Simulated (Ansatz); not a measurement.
# C₂H₂F₂: a ladder of functionals and wavefunction methods

Aim: compute C₂H₂F₂ with functionals from several rungs and with coupled cluster, and see how far each lands from CCSD(T) at the basis-set limit for the atomisation energy.

Computed with Ansatz 0.2.0, Gaussian basis. Level: functionals in def2-TZVPP, the program's frozen cores in correlated methods.

Levels to be run: LDA (SPW92), PBE-D4, revPBE-D4, BLYP-D4, r2SCAN-D4, B97M-V, PBE0-D4, B3LYP-D4, r2SCANh-D4, r2SCAN0-D4, HSE06-D4, BHLYP-D4, CAM-B3LYP-D4, LC-ωPBE, ωB97X-V, ωB97M-V, B2PLYP, PBE-QIDH; CCSD(T)/def2-SVP; CCSD(T)/def2-TZVPP; MP2/def2-QZVPP; extrapolation to the limit; RPA on PBE.

## (1) Structure used throughout

All runs share one geometry, relaxed beforehand with PBE0-D4 in a triple-zeta def2 set.

SMILES `F/C=C/F`, 6 atoms, charge 0, spin multiplicity 1.

Atoms are counted from 1 here; the program's logs count them from 0.

Bond lengths: F1–C2 1.335 Å, C2–C3 1.319 Å, C2–H5 1.083 Å, C3–F4 1.335 Å, C3–H6 1.083 Å. Angles: F1–C2–C3 120.4°, F1–C2–H5 114.7°, C3–C2–H5 124.9°, C2–C3–F4 120.4°, C2–C3–H6 124.9°, F4–C3–H6 114.7°.

Coordinates:

```
F    -1.0170   -0.0261   -1.4421
C     0.0662    0.0191   -0.6640
C    -0.0522   -0.0406    0.6486
F     1.0311    0.0048    1.4267
H     1.0037    0.1059   -1.1985
H    -0.9897   -0.1271    1.1831
```

## (2) LDA

This LDA is Slater exchange with PW92 correlation.

in.yaml reads:

```yaml
crystal:
  periodic: [false, false, false]
  atoms:
    - {symbol: F, position_ang: [-1.017033, -0.026118, -1.442122]}
    - {symbol: C, position_ang: [0.066246, 0.019101, -0.663972]}
    - {symbol: C, position_ang: [-0.052207, -0.040589, 0.648566]}
    - {symbol: F, position_ang: [1.031067, 0.004831, 1.426714]}
    - {symbol: H, position_ang: [1.003743, 0.105886, -1.198453]}
    - {symbol: H, position_ang: [-0.989716, -0.127112, 1.183068]}
basis:
  gaussian: {orbitals: def2-TZVPP}
hamiltonian: {xc: lda}
output: {orbitals: {seedname: orbitals}}
```

Command:

```sh
$ ansatz run in.yaml --threads 4 --pin off --events-out ev --progress --plain --max-ram 10444MiB
```

After this run come: PBE-D4 (GGA); revPBE-D4 (GGA); BLYP-D4 (GGA); r2SCAN-D4 (meta-GGA); B97M-V (meta-GGA); PBE0-D4 (hybrid); B3LYP-D4 (hybrid); r2SCANh-D4 (hybrid); r2SCAN0-D4 (hybrid); HSE06-D4 (hybrid); BHLYP-D4 (hybrid); CAM-B3LYP-D4 (range-separated); LC-ωPBE (range-separated); ωB97X-V (range-separated); ωB97M-V (range-separated); B2PLYP (double hybrid); PBE-QIDH (double hybrid); CCSD(T) in def2-SVP; CCSD(T) in def2-TZVPP; MP2 in def2-QZVPP; RPA on PBE orbitals.

Before running them: what should the planned runs give, taken together? Wanted: atomisation energy, CCSD(T)/CBS; farthest beyond LDA; mean size of error, GGA; mean size of error, meta-GGA; mean size of error, hybrid; mean size of error, range-separated; mean size of error, double hybrid; gap, smallest and largest; T1 diagnostic.

**Answer**, as computed:

| quantity | value |
| --- | --- |
| atomisation energy, CCSD(T)/CBS | 574.2 kcal/mol |
| functionals within 2.9 kcal/mol (0.5 %) | B97M-V, B3LYP-D4, r2SCANh-D4, ωB97X-V |
| farthest beyond LDA | BHLYP-D4 (-27.7 kcal/mol) |
| mean size of error, GGA | 14.0 kcal/mol |
| mean size of error, meta-GGA | 3.0 kcal/mol |
| mean size of error, hybrid | 9.4 kcal/mol |
| mean size of error, range-separated | 3.8 kcal/mol |
| mean size of error, double hybrid | 3.3 kcal/mol |
| gap, smallest and largest | 5.38 eV (LDA (SPW92)), 12.99 eV (LC-ωPBE) |
| T1 diagnostic | 0.0123 |
| triples share of the correlation energy | 3.4 % |

What this shows: The LDA atomisation energy is off by 112.4 kcal/mol (20 %): it overbinds. PBE-D4 misses by +27.6 kcal/mol. Double hybrids carry the basis error of their MP2 part in triple zeta, and no dispersion term here, so their miss is partly the set-up's. Taken by rung, meta-GGA functionals do best (3.0 kcal/mol on average) and GGA ones worst beyond LDA (14.0 kcal/mol). The gap between the best rungs is small, so their order is not settled. The reference freezes the cores and leaves out relativity and excitations past (T), so misses under about 2.9 kcal/mol can't be ranked. Hartree-Fock recovers 70 % of the binding; the rest is correlation. CCSD(T) in def2-SVP is off by -26.7 kcal/mol, more than most functionals: a good method in a small basis is no reference. The gap grows from 5.4 to 13.0 eV across the functionals, mostly with the share of exact exchange.
